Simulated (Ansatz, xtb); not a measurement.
CH2B−: which of two structures lies lower

Structure I: `[BH-]#C`, a singlet. Structure II: a singlet given by its coordinates. Both are isolated ions in the gas phase, relaxed with PBE0-D3(BJ)/def2-SVPD.

I (Å):

```yaml
atoms:
  - { symbol: C, position_ang: [0.0000, 0.0000, -0.6939] }
  - { symbol: B, position_ang: [0.0000, 0.0000, 0.6350] }
  - { symbol: H, position_ang: [0.0000, 0.0000, 1.8341] }
  - { symbol: H, position_ang: [0.0000, 0.0000, -1.7751] }
```

II (Å):

```
atom    x (Å)    y (Å)    z (Å)
   C  -0.0613  -0.1580  -0.5992
   B  -0.4921   0.4418   0.6312
   H   0.2463   0.4374  -1.4718
   H  -0.0138  -1.2481  -0.7411
```

Close contacts (Å): C1–B2 1.43, C1–H3 1.10, C1–H4 1.10.

Quicker runs give these differences E(II) − E(I): GFN2-xTB +52.4 kcal/mol; HF/STO-3G +41.4 kcal/mol (at GFN2-xTB geometries); r2SCAN-D4/def2-SVPD +18.2 kcal/mol (at GFN2-xTB geometries).

Problem. Estimate E(II) − E(I) at the level CCSD(T)/def2-TZVPPD.

Solution. Calculated at CCSD(T)/def2-TZVPPD: E(II) − E(I) = +17.8 kcal/mol, so structure I lies lower.

Level by level:

```tsv
level	geometry	E(II) − E(I) (kcal/mol)	departure from the last row (kcal/mol)	job, with rough time for the two
GFN2-xTB	GFN2-xTB	+52.4	+34.6	optimisation, 0.25 s
HF/STO-3G	GFN2-xTB	+41.4	+23.6	single point, 0.67 s
r2SCAN-D4/def2-SVPD	GFN2-xTB	+18.2	+0.4	single point, 3.6 s
PBE0-D3(BJ)/def2-SVPD	PBE0-D3(BJ)/def2-SVPD	+16.1	−1.7	optimisation, 15 s
HF/def2-TZVPPD	PBE0-D3(BJ)/def2-SVPD	+10.7	−7.2	part of the CCSD(T) run
MP2/def2-TZVPPD	PBE0-D3(BJ)/def2-SVPD	+22.8	+5.0	part of the CCSD(T) run
CCSD(T)/def2-TZVPPD	PBE0-D3(BJ)/def2-SVPD	+17.8		single point, 14 s
```

The levels shown agree on the order. The largest departure from CCSD(T)/def2-TZVPPD is that of GFN2-xTB, 34.6 kcal/mol.

With harmonic frequencies from PBE0-D3(BJ)/def2-SVPD (ideal gas, rigid rotor, one conformer each, 298.15 K, 1 atm): on the last row, ΔE + ΔZPE = +17.6, ΔH = +17.7, ΔG = +16.8 kcal/mol.

The correlated steps freeze 2 core orbitals. Codes used: Ansatz 0.2.0, xtb 6.7.1; the last row on 1 thread of AMD EPYC (Zen 3) on a shared host.
